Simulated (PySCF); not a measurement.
Stretching N2

Set-up: basis N def2-TZVP; no relativity; PySCF 2.14. Energies in eV from N + N in their ground configurations at the same level. State: ¹Σg⁺ (singlet), closed shell.

| R (Å) | PBE0 |
| --- | --- |
| 0.938 | -7.123 |
| 0.982 | -8.565 |
| 1.026 | -9.380 |
| 1.058 | -9.676 |
| 1.091 | -9.759 |
| 1.124 | -9.674 |
| 1.167 | -9.356 |
| 1.222 | -8.726 |
| 1.287 | -7.751 |
| 1.375 | -6.266 |

Problem. Put a parabola through the three lowest points of the PBE0 curve and estimate Re, k and ωe (reduced mass 7.002 u; 1 eV/Å² = 0.16022 mdyn/Å; ωe = 1302.8·√(k/μ) cm⁻¹).

Solution. Through R = 1.058, 1.091, 1.124 Å the second-order coefficient is 77.1 eV/Å², so Re ≈ 1.091 Å, k ≈ 24.7 mdyn/Å and ωe ≈ 2448 cm⁻¹. A polynomial fit of higher order to the unrounded PBE0 energies gives Re = 1.089 Å, k = 25.5 mdyn/Å, ωe = 2484 cm⁻¹; anharmonicity and rounding make the difference.

The higher-order fit for each curve: PBE0: Re = 1.089 Å, ωe = 2484 cm⁻¹, De = 9.76 eV.
